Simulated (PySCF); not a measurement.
## AlO and its ions

PBE0; Al def2-TZVP, O def2-TZVP; no relativity (PySCF 2.14). Neutral (UKS): doublet (σ ↑), Re = 1.620 Å, ωe = 968 cm⁻¹, De = 5.04 eV, HOMO -7.79 eV, LUMO -4.31 eV.

AlO⁺ (UKS): triplet (σ ↑, π ↑), Re = 1.733 Å, ωe = 766 cm⁻¹, De = 1.42 eV to Al⁺ + O. The energies at the minima are -317.45280 hartree for AlO and -317.09622 for AlO⁺.

(1) Work out the adiabatic ionisation energy, without and with harmonic zero-point energies (1 hartree = 27.2114 eV, 1 eV = 8065.5 cm⁻¹), and the change of the bond length.

For an ion De counts to the pair picked by the measured ionisation energies or electron affinities, which need not be the lowest pair at this level. States were picked by a PBE0 search and need not be the measured ground states.

Answers

(1) At PBE0: 0.35658 hartree = 9.703 eV between the minima; the zero-point term (766.0 − 968.0)/2 cm⁻¹ = -0.013 eV makes it 9.691 eV. Re changes by +11.3 pm against the neutral. The electron leaves a π orbital; in so polar a molecule the change of length follows mostly from the change of the ionic charges.
